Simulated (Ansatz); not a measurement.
The input, for Ansatz 0.2.0:

```yaml
crystal:
  periodic: [false, false, false]
  atoms:
    - {symbol: Ge, position_ang: [-1.094241, 0.016507, 0.000000]}
    - {symbol: H, position_ang: [-1.605691, 1.463106, 0.000001]}
    - {symbol: H, position_ang: [-1.605691, -0.706793, 1.252791]}
    - {symbol: H, position_ang: [-1.605691, -0.706793, -1.252792]}
    - {symbol: H, position_ang: [0.332759, 0.016507, 0.000000]}
    - {symbol: Si, position_ang: [2.749759, 0.016507, 0.000000]}
    - {symbol: H, position_ang: [3.361939, -0.857778, 1.090012]}
    - {symbol: H, position_ang: [3.361939, -0.857777, -1.090013]}
basis:
  gaussian: {orbitals: cc-pVDZ}
magnetization: {spin_polarized: false}
correlation: {method: ccsdt_q, electrons: outside_noble_gas}
```

```sh
$ ansatz run in.yaml --threads 1 --pin off --events-out ev --progress --plain --max-ram 2393MiB
```

Log:

```
1484 factors; integrals over basis functions are off by at most 2.1e-7 eV
mean field evaluation 1: about -64426.1046 eV, gradient 1.2e1 eV
mean field evaluation 2: about -64426.1085 eV, gradient 1.2e1 eV
mean field evaluation 4: about -64426.9781 eV, gradient 6.8e-1 eV
mean field evaluation 8: about -64426.9807 eV, gradient 4.9e-4 eV
mean field evaluation 16: about -64426.9807 eV, gradient 1.1e-6 eV
mean field -64426.98074392 eV, -2367.6478721632 hartree, gradient 1.1e-6 eV, S^2 0.000000; 0 other end points of the search recorded, 0 dependent functions left out; unrestricted orbitals would lower it
19 core orbitals not correlated: weight in the atoms' cores, before any rotation towards them, 0.999 or more for the frozen orbitals, at most 0.001 for the correlated occupied ones
reference -64426.98074392 eV, -2367.6478721632 hartree; 7, 7 occupied and 49, 49 virtual orbitals, 1484 factors
second order -5.58272207 eV of doubles, -0.00000000 eV of singles
cycle   1  -6.69162581 eV  change    -1.1e0 eV  update   8.8e-2
cycle   2  -7.25887912 eV  change   -5.7e-1 eV  update   3.7e-2
cycle   3  -7.30026360 eV  change   -4.1e-2 eV  update   1.3e-2
cycle   4  -7.30482174 eV  change   -4.6e-3 eV  update   6.4e-3
cycle   5  -7.30384167 eV  change    9.8e-4 eV  update   2.7e-3
cycle   6  -7.30222828 eV  change    1.6e-3 eV  update   1.6e-3
cycle   7  -7.30247460 eV  change   -2.5e-4 eV  update   7.5e-4
cycle   8  -7.30308852 eV  change   -6.1e-4 eV  update   3.8e-4
cycle   9  -7.30315126 eV  change   -6.3e-5 eV  update   1.7e-4
cycle  10  -7.30296122 eV  change    1.9e-4 eV  update   7.8e-5
cycle  11  -7.30293929 eV  change    2.2e-5 eV  update   4.2e-5
cycle  12  -7.30295390 eV  change   -1.5e-5 eV  update   2.4e-5
cycle  13  -7.30298845 eV  change   -3.5e-5 eV  update   1.4e-5
cycle  14  -7.30299995 eV  change   -1.2e-5 eV  update   6.5e-6
cycle  15  -7.30299605 eV  change    3.9e-6 eV  update   2.6e-6
cycle  16  -7.30299289 eV  change    3.2e-6 eV  update   1.1e-6
cycle  17  -7.30299123 eV  change    1.7e-6 eV  update   5.5e-7
perturbative correction -0.00499312 eV, -0.0001834939 hartree
Total energy: -64434.28872827 eV, -2367.9164356345 hartree
```

Ran on 1 thread of Intel Xeon Platinum 8375C, shared host: 46 s wall, 0.63 GiB peak host memory.
